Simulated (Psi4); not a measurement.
Method: SAPT0/jun-cc-pVDZ, frozen core in Psi4.

Psi4 input:

```
molecule {
0 1
N 0.00092279 -0.00166864 0.27907668
H -0.57240384 -0.74883881 -0.09561623
H -0.36325347 0.87068487 -0.08662328
H 0.93473451 -0.12017741 -0.09683717
--
0 1
C -1.21579817 -0.56023336 -3.05751902
C -1.20854611 0.82932747 -3.00892553
C -0.00032293 1.51713677 -2.98813857
C 1.20023677 0.81623779 -3.01591694
C 1.19307750 -0.57332413 -3.06451072
C -0.01519540 -1.26105748 -3.08529494
H -2.15605825 -1.09636574 -3.07373377
H -2.14300350 1.37533111 -2.98728706
H 0.00565286 2.59894102 -2.95030196
H 2.14049469 1.35237099 -2.99970213
H 2.12753883 -1.11933336 -3.08614938
H -0.02116800 -2.34286263 -3.12313161
units angstrom
symmetry c1
no_reorient
no_com
}
set basis jun-cc-pvdz
set scf_type df
set freeze_core true
energy('sapt0')
```

Part of the output:

```
    SAPT Results
  --------------------------------------------------------------------------------------------------------
    Electrostatics                 -4.56844492 [mEh]      -2.86674247 [kcal/mol]     -11.99445049 [kJ/mol]
      Elst10,r                     -4.56844492 [mEh]      -2.86674247 [kcal/mol]     -11.99445049 [kJ/mol]

    Exchange                        8.50523123 [mEh]       5.33711317 [kcal/mol]      22.33048152 [kJ/mol]
      Exch10                        8.50523123 [mEh]       5.33711317 [kcal/mol]      22.33048152 [kJ/mol]
      Exch10(S^2)                   8.48938833 [mEh]       5.32717160 [kcal/mol]      22.28888599 [kJ/mol]

    Induction                      -0.60401745 [mEh]      -0.37902668 [kcal/mol]      -1.58584761 [kJ/mol]
      Ind20,r                      -2.67239255 [mEh]      -1.67695164 [kcal/mol]      -7.01636567 [kJ/mol]
      Exch-Ind20,r                  2.45172857 [mEh]       1.53848291 [kcal/mol]       6.43701248 [kJ/mol]
      delta HF,r (2)               -0.38335348 [mEh]      -0.24055794 [kcal/mol]      -1.00649442 [kJ/mol]

    Dispersion                     -4.66604356 [mEh]      -2.92798654 [kcal/mol]     -12.25069569 [kJ/mol]
      Disp20                       -5.61740062 [mEh]      -3.52497211 [kcal/mol]     -14.74848329 [kJ/mol]
      Exch-Disp20                   0.95135705 [mEh]       0.59698556 [kcal/mol]       2.49778760 [kJ/mol]
      Disp20 (SS)                  -2.80870031 [mEh]      -1.76248605 [kcal/mol]      -7.37424165 [kJ/mol]
      Disp20 (OS)                  -2.80870031 [mEh]      -1.76248605 [kcal/mol]      -7.37424165 [kJ/mol]
      Exch-Disp20 (SS)              0.55365425 [mEh]       0.34742329 [kcal/mol]       1.45361903 [kJ/mol]
      Exch-Disp20 (OS)              0.39770280 [mEh]       0.24956228 [kcal/mol]       1.04416857 [kJ/mol]

  Total HF                          3.33276885 [mEh]       2.09134403 [kcal/mol]       8.75018342 [kJ/mol]
  Total SAPT0                      -1.33327471 [mEh]      -0.83664251 [kcal/mol]      -3.50051227 [kJ/mol]
```
